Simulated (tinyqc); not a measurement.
Inside a calculation. Method: ROHF in the sto-3g basis, for LiH, spin multiplicity 3. One step of it, computed by the program tinyqc.

Problem. Iteration 3: diagonalisation and new density. Diagonalise F' = X^T F X, C = X C', fill 3 alpha and 1 beta electrons from the bottom; D(s) = C_occ C_occ^T. Each column has its largest component positive (the first on a tie).

extrapolated F (hartree), order 1Li 1s, 1Li 2s, 1Li 2px, 1Li 2py, 1Li 2pz, 2H 1s:
$$\begin{pmatrix}
-2.344803 & -0.638749 & -0.004958 & 0.005822 & -0.001674 & -0.004878 \\
-0.638749 & -0.193113 & 0.017807 & -0.015658 & 0.003232 & -0.048313 \\
-0.004958 & 0.017807 & 0.154131 & 0.009126 & -0.002757 & 0.002123 \\
0.005822 & -0.015658 & 0.009126 & 0.156538 & 0.002272 & -0.002080 \\
-0.001674 & 0.003232 & -0.002757 & 0.002272 & 0.176864 & -0.033094 \\
-0.004878 & -0.048313 & 0.002123 & -0.002080 & -0.033094 & -0.107092
\end{pmatrix}$$

X, order 1Li 1s, 1Li 2s, 1Li 2px, 1Li 2py, 1Li 2pz, 2H 1s:
$$\begin{pmatrix}
1.022982 & -0.126189 & 0.000000 & 0.000000 & -0.001540 & 0.010270 \\
-0.126189 & 1.028181 & 0.000000 & 0.000000 & 0.008126 & -0.060384 \\
0.000000 & 0.000000 & 1.000000 & 0.000000 & 0.000000 & 0.000000 \\
0.000000 & 0.000000 & 0.000000 & 1.000000 & 0.000000 & 0.000000 \\
-0.001540 & 0.008126 & 0.000000 & 0.000000 & 1.012220 & -0.091345 \\
0.010270 & -0.060384 & 0.000000 & 0.000000 & -0.091345 & 1.017393
\end{pmatrix}$$

Give: F' = X^T F X; orbital energies; coefficients C; D(alpha) after iteration 3; D(beta) after iteration 3.

Solution.

F' = X^T F X (hartree):
$$\begin{pmatrix}
-2.2920 & -0.3548 & -0.0073 & 0.0079 & -0.0043 & 0.0145 \\
-0.3548 & -0.0701 & 0.0188 & -0.0167 & 0.0106 & -0.0410 \\
-0.0073 & 0.0188 & 0.1541 & 0.0091 & -0.0028 & 0.0013 \\
0.0079 & -0.0167 & 0.0091 & 0.1565 & 0.0024 & -0.0013 \\
-0.0043 & 0.0106 & -0.0028 & 0.0024 & 0.1866 & -0.0416 \\
0.0145 & -0.0410 & 0.0013 & -0.0013 & -0.0416 & -0.0975
\end{pmatrix}$$

orbital energies (hartree): MO1 -2.3473, MO2 -0.1199, MO3 -0.0042, MO4 0.1505, MO5 0.1645, MO6 0.1940

coefficients C, order 1Li 1s, 1Li 2s, 1Li 2px, 1Li 2py, 1Li 2pz, 2H 1s:
$$\begin{pmatrix}
0.9913 & -0.0927 & -0.2607 & -0.0498 & 0.0010 & -0.0267 \\
0.0337 & 0.3317 & 0.9622 & 0.1731 & -0.0021 & 0.0988 \\
0.0017 & -0.0309 & -0.1187 & 0.7438 & 0.6563 & -0.0306 \\
-0.0021 & 0.0283 & 0.1060 & -0.6467 & 0.7545 & 0.0223 \\
0.0011 & 0.0313 & -0.0959 & 0.0245 & 0.0035 & 1.0110 \\
-0.0029 & 0.9032 & -0.4094 & -0.0373 & -0.0010 & -0.2497
\end{pmatrix}$$

D(alpha) after iteration 3, order 1Li 1s, 1Li 2s, 1Li 2px, 1Li 2py, 1Li 2pz, 2H 1s:
$$\begin{pmatrix}
1.0593 & -0.2482 & 0.0355 & -0.0323 & 0.0231 & 0.0202 \\
-0.2482 & 1.0371 & -0.1244 & 0.1113 & -0.0818 & -0.0944 \\
0.0355 & -0.1244 & 0.0150 & -0.0135 & 0.0104 & 0.0207 \\
-0.0323 & 0.1113 & -0.0135 & 0.0120 & -0.0093 & -0.0178 \\
0.0231 & -0.0818 & 0.0104 & -0.0093 & 0.0102 & 0.0675 \\
0.0202 & -0.0944 & 0.0207 & -0.0178 & 0.0675 & 0.9834
\end{pmatrix}$$

D(beta) after iteration 3, order 1Li 1s, 1Li 2s, 1Li 2px, 1Li 2py, 1Li 2pz, 2H 1s:
$$\begin{pmatrix}
0.9828 & 0.0334 & 0.0017 & -0.0021 & 0.0010 & -0.0028 \\
0.0334 & 0.0011 & 0.0001 & -0.0001 & 0.0000 & -0.0001 \\
0.0017 & 0.0001 & 0.0000 & 0.0000 & 0.0000 & 0.0000 \\
-0.0021 & -0.0001 & 0.0000 & 0.0000 & 0.0000 & 0.0000 \\
0.0010 & 0.0000 & 0.0000 & 0.0000 & 0.0000 & 0.0000 \\
-0.0028 & -0.0001 & 0.0000 & 0.0000 & 0.0000 & 0.0000
\end{pmatrix}$$
